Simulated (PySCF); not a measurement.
# How far are cheaper levels from CCSD(T)/CBS for F2?

PySCF; the state is a singlet (closed shell). The composite is CCSD(T) extrapolated to the basis-set limit from two correlation-consistent sets, with core-valence (CV) and scalar-relativistic (SR) terms as its label shows; it has no spin–orbit coupling and nothing beyond (T). Here it is CCSD(T)/CBS(TQ)+CV+SR. It gives Re = 1.409 Å, ωe = 929 cm⁻¹ and De = 1.67 eV to F + F.

```tsv
level	basis	relativity	Re (Å)	ωe (cm⁻¹)	De (eV)
RHF-SCS-MP2	pcseg-2	no relativity	1.412	962	1.61
RHF-CCSD	3-21G	no relativity	1.483	974	1.36
RHF-CCSD	def2-SVPD	no relativity	1.418	918	1.02
RHF-CCSD(T)	def2-SVPD	no relativity	1.442	819	1.25
PBE	def2-SVPD	no relativity	1.416	971	2.19
PBE	pcseg-2	no relativity	1.415	996	2.30
PBE	x2c-TZVPPall	spin-free X2C	1.413	997	2.31
TPSS	def2-SVP	no relativity	1.415	992	2.09
B3LYP	pcseg-2	no relativity	1.398	1048	1.61
PBE0	def2-SVPD	no relativity	1.378	1072	1.39
```

Give the difference of each row from the composite.



```json
{"level": "RHF-SCS-MP2", "basis": "pcseg-2", "ΔRe (pm)": "+0.3", "Δωe (%)": "+3.6", "ΔDe (eV)": "-0.06"}
{"level": "RHF-CCSD", "basis": "3-21G", "ΔRe (pm)": "+7.4", "Δωe (%)": "+4.8", "ΔDe (eV)": "-0.31"}
{"level": "RHF-CCSD", "basis": "def2-SVPD", "ΔRe (pm)": "+0.9", "Δωe (%)": "-1.2", "ΔDe (eV)": "-0.65"}
{"level": "RHF-CCSD(T)", "basis": "def2-SVPD", "ΔRe (pm)": "+3.3", "Δωe (%)": "-11.8", "ΔDe (eV)": "-0.42"}
{"level": "PBE", "basis": "def2-SVPD", "ΔRe (pm)": "+0.7", "Δωe (%)": "+4.5", "ΔDe (eV)": "+0.52"}
{"level": "PBE", "basis": "pcseg-2", "ΔRe (pm)": "+0.6", "Δωe (%)": "+7.2", "ΔDe (eV)": "+0.63"}
{"level": "PBE", "basis": "x2c-TZVPPall", "ΔRe (pm)": "+0.4", "Δωe (%)": "+7.3", "ΔDe (eV)": "+0.64"}
{"level": "TPSS", "basis": "def2-SVP", "ΔRe (pm)": "+0.6", "Δωe (%)": "+6.8", "ΔDe (eV)": "+0.42"}
{"level": "B3LYP", "basis": "pcseg-2", "ΔRe (pm)": "-1.1", "Δωe (%)": "+12.8", "ΔDe (eV)": "-0.06"}
{"level": "PBE0", "basis": "def2-SVPD", "ΔRe (pm)": "-3.1", "Δωe (%)": "+15.4", "ΔDe (eV)": "-0.28"}
```

Which rows come closest in De?

RHF-SCS-MP2 in pcseg-2 (-0.06 eV); B3LYP in pcseg-2 (-0.06 eV), counted from the composite.

Correlated steps freeze 2 core orbitals. Correlated levels converge slowly with the basis: in double zeta they bind strong bonds too weakly, by up to about 1 eV, and carry superposition errors of some tenths. Where the molecule has an RHF reference, its open-shell atoms are computed with UHF. 3-21G is very small, so such numbers show the basis as much as the molecule.
